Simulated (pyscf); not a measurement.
H₃Ge–SeH + hydrogen chloride (HCl) -> H₂Se + Cl–GeH₃ (four-centre exchange; singlet surface; Ge–Se, Cl–H broken, H–Se, Cl–Ge formed). Single points on ωB97X-D3(BJ)/def2-SVP structures (PySCF, gas phase). Energies in kcal/mol from the separated reactants.

```
level                   barrier  reaction energy
----------------------  -------  ---------------
ωB97X-D3(BJ)/def2-TZVP        ?             -2.4
PBE/def2-TZVP              23.9             -3.5
r²SCAN/def2-TZVP           25.9             -4.0
B3LYP-D3(BJ)/def2-TZVP     26.8             -4.2
PBE0-D3(BJ)/def2-TZVP         ?                ?
M06-2X/def2-TZVP           29.2             -5.0
```

Problem. What belongs in the gaps?

Solution. 
- ωB97X-D3(BJ)/def2-TZVP, barrier: 29.1
- PBE0-D3(BJ)/def2-TZVP, barrier: 26.3
- PBE0-D3(BJ)/def2-TZVP, reaction energy: -3.3

The functionals in the table span 5.3 kcal/mol in this barrier, from PBE to M06-2X. On the reactant side the descent ends in a complex, 4.9 kcal/mol under the separated species and 34.0 kcal/mol under the saddle at ωB97X-D3(BJ)/def2-TZVP. This is the saddle that the search found; another between the same sides may lie lower. Elements up to Kr have no core potential and no relativistic terms here.
